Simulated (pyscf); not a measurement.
`[NH2][SiH]([Br])[Br]` + `[H][H]` -> `[Br][SiH2][Br]` + `[NH3]`, a four-centre exchange (singlet surface; N–Si, H–H broken, H–Si, H–N formed). Structures and frequencies: ωB97X-D3(BJ)/def2-SVP in PySCF. Energies in kJ/mol from the separated reactants.

Small-basis levels: PySCF, no dispersion term, spherical d functions. 

Task: Quick B3LYP/6-31G*+LANL2DZ single points give ΔE‡ = 210.9 kJ/mol and ΔE = +43.0 kJ/mol. What does ωB97M-D3(BJ)/def2-TZVP give, and how far is the quick result from it?

Result: ωB97M-D3(BJ)/def2-TZVP gives ΔE‡ = 193.9 kJ/mol and ΔE = +46.2 kJ/mol. B3LYP/6-31G*+LANL2DZ lies 17.0 kJ/mol over it in the barrier and 3.2 kJ/mol under it in the reaction energy, so on this step it does not hold to within 12.6 kJ/mol. ωB97M-D3(BJ)/def2-TZVP has limits of its own. On the product side the descent ends in a complex, 30.7 kJ/mol under the separated species and 176.6 kJ/mol under the saddle at ωB97X-D3(BJ)/def2-TZVP. At the saddle there is also a short H–Si contact that neither side keeps. One saddle was located; it need not be the lowest between these sides. In the def2 sets elements up to Kr have no core potential.
